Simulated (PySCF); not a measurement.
Gas-phase reaction: 2 (CH₃)₂SiH₂ → 2 CH₃SiH₂ + CH₂ + CH₄

Method: PySCF energies plus ideal-gas RRHO corrections (1 bar). † marks an energy on the PBE0/def2-TZVP geometry and frequencies; other levels use their own. MP2 freezes the core. 6-31G* has spherical d functions here. Open shells (unrestricted): CH₃SiH₂ (multiplicity 2), CH₂ (multiplicity 3); the rest are closed-shell singlets. CH₃SiH₂: computed as isolated molecules; such fragments, hydroxides, amides, oligomers or adducts are transient or little studied in the gas. MP2 isn't extrapolated to the basis-set limit; its ΔH°(298 K) is 738.9 kJ in def2-SVP and 778.2 kJ in def2-TZVPP. The harmonic model lacks anharmonicity and excited electronic states, which grow with temperature; levels with a mode under 35 cm⁻¹ are left out. Internal rotation in (CH₃)₂SiH₂, CH₃SiH₂ is treated as a harmonic vibration of one conformer, which makes the entropy rough.

| level | ΔE electronic, kJ | ΔH°(298 K), kJ | ΔS°(298 K), J/K | ΔG°(1200 K), kJ |
|---|---|---|---|---|
| HF/6-31G* | 574 | 543 | 325 | 158 |
| M06-2X/def2-TZVP† | 784 | 754 | 323 | 372 |
| MP2/def2-SVP† | 768 | 739 | 323 | 357 |
| MP2/def2-TZVPP† | 807 | 778 | 323 | 396 |
| PBE/def2-SVP | 779 | 750 | 323 | 369 |
| PBE/def2-TZVP† | 774 | 745 | 323 | 363 |
| PBE0/def2-TZVP | 775 | 746 | 323 | 364 |
| r2SCAN/def2-TZVP† | 755 | 725 | 323 | 343 |
| ωB97X-V/def2-TZVP† | 824 | 795 | 323 | 413 |
ΔH° is lowest at HF/6-31G* and highest at ωB97X-V/def2-TZVP†. No reference value is set beside these.
